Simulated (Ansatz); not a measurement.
C4H7NO can be A, `CC1=NCCO1`, or B, `CCN=C=CO`.

Gas-phase electronic energies from Ansatz, PBE0-D4/def2-TZVP geometries. CBS: MP2 limit from def2 TZ/QZ plus the TZ coupled-cluster correction, frozen cores. Functionals use def2-TZVPP. B3LYP here is the variant with VWN-RPA as its local correlation; programs differ in this. Each species was taken in one conformer, which may not be the lowest.

Q: Which is lower in electronic energy at CCSD(T)/CBS, and by how much? (An estimate is asked.)

A: Computed: A, by 166.7 kJ/mol.

Q: Give E(B) − E(A) in kJ/mol with PBE-D4, r2SCAN-D4, HF/def2-TZVPP, B3LYP, PBE0-D4, ωB97M-V, CCSD(T)/def2-TZVPP. (Best estimate.)

A: Ansatz gave: PBE-D4 152.9, r2SCAN-D4 162.6, HF/def2-TZVPP 172.0, B3LYP 143.6, PBE0-D4 170.7, ωB97M-V 168.3, CCSD(T)/def2-TZVPP 168.5. None reverses the order clearly.

Largest T1 diagnostic: 0.013.

From PBE to PBE0 (25 % exact exchange), in def2-TZVPP and without D4, E(B) − E(A) moves by +18.5 kJ/mol. The D4 term adds +5.6 kJ/mol with B3LYP and +2.7 kJ/mol with PBE0; it sums over pairs of atoms, weighted by their polarisabilities, and B3LYP, whose exchange is more repulsive, gets the larger term.
